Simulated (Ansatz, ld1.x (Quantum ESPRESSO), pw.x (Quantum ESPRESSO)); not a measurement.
# As (Z = 33) (bcc): variants of one ultrasoft potential in the solid

| Item | Value |
| --- | --- |
| Element | As (Z = 33) |
| Generator | ld1.x (Quantum ESPRESSO) 7.5 |
| Type | ultrasoft |
| Functional | LDA (PW92) |
| Relativity | scalar-relativistic |
| Frozen core | [Ar] 3d10 |
| Valence charge | 5 |
| Reference configuration | 4s2 4p2.75 (charge +0.25) |
| Partial waves | 4s (bound): rcut 1.30, rcutus 1.50 bohr; 4s channel at 3.5 Ry: rcut 1.30, rcutus 1.50 bohr; 4p (bound): rcut 1.45, rcutus 1.90 bohr; 4p channel at 0.05 Ry: rcut 1.45, rcutus 1.90 bohr; 4d channel at -0.1 Ry: rcut 1.25, rcutus 1.70 bohr |
| Local potential | all-electron potential smoothed inside 1.35 bohr (lloc = -1) |
| Core correction | a·sin(br)/r model core, default radius (core density twice the valence density) |
| Augmentation charge | PSQ, inside the norm-conserving radii |

Crystal test: bcc As in pw.x 7.5, no spin, 14³ k-points, Fermi–Dirac smearing 0.01 Ry, cutoffs set for each file from its atomic test. The reference is all-electron LAPW (Ansatz 0.2.0) with the same functional, mesh and smearing; V0 and B0 come from Birch–Murnaghan fits to the pressures at five volumes. Errors are pseudo minus all-electron; Δ is the rms difference of the E(V) curves that follow from these fits, minima aligned, over ±6 % about the mean V0. Mesh and smearing are coarse, so the numbers serve the comparison and aren't converged zero-temperature values; the lattice is a test structure that the element need not adopt.

All-electron: a0 = 3.295 Å (V0 = 17.88 Å³/atom), B0 = 97.1 GPa.

A dash in a converged row means that the minimum lies outside the volumes sampled.

| change | cutoffs (Ry) | pw.x | a0 (Å) | a0 error (%) | B0 error (%) | Δ (meV/atom) | mean pressure error (GPa) |
| --- | --- | --- | --- | --- | --- | --- | --- |
| base | 40/400 | converged | 3.288 | -0.18 | +0.8 | 2.1 | -0.54 |
| wave 4d channel at -0.1 Ry: rcut 1.25, rcutus 1.70 bohr becomes 4d channel at -0.17 Ry: rcut 1.25, rcutus 1.70 bohr | 40/400 | converged | 3.290 | -0.15 | +0.8 | 1.7 | -0.45 |
| wave 4d channel at -0.1 Ry: rcut 1.25, rcutus 1.70 bohr becomes 4d channel at 0.07 Ry: rcut 1.25, rcutus 1.70 bohr | 40/400 | converged | 3.286 | -0.26 | +0.9 | 3.0 | -0.77 |
| wave 4d channel at -0.1 Ry: rcut 1.25, rcutus 1.70 bohr becomes 4d channel at 0.68 Ry: rcut 1.25, rcutus 1.70 bohr | 40/400 | converged | 3.276 | -0.56 | +1.2 | 6.4 | -1.61 |
| wave 4d channel at -0.1 Ry: rcut 1.25, rcutus 1.70 bohr becomes 4d channel at 5.54 Ry: rcut 1.25, rcutus 1.70 bohr | 40/400 | converged | – | – | – | – | -6.51 |

Task: Give the row for: wave 4d channel at -0.1 Ry: rcut 1.25, rcutus 1.70 bohr becomes 4d channel at 1.86 Ry: rcut 1.25, rcutus 1.70 bohr.

Result: pw.x: converged; mean pressure error (GPa): -3.08; a0 (Å): 3.259; a0 error (%): -1.09; B0 error (%): +1.8; Δ (meV/atom): 12.4.
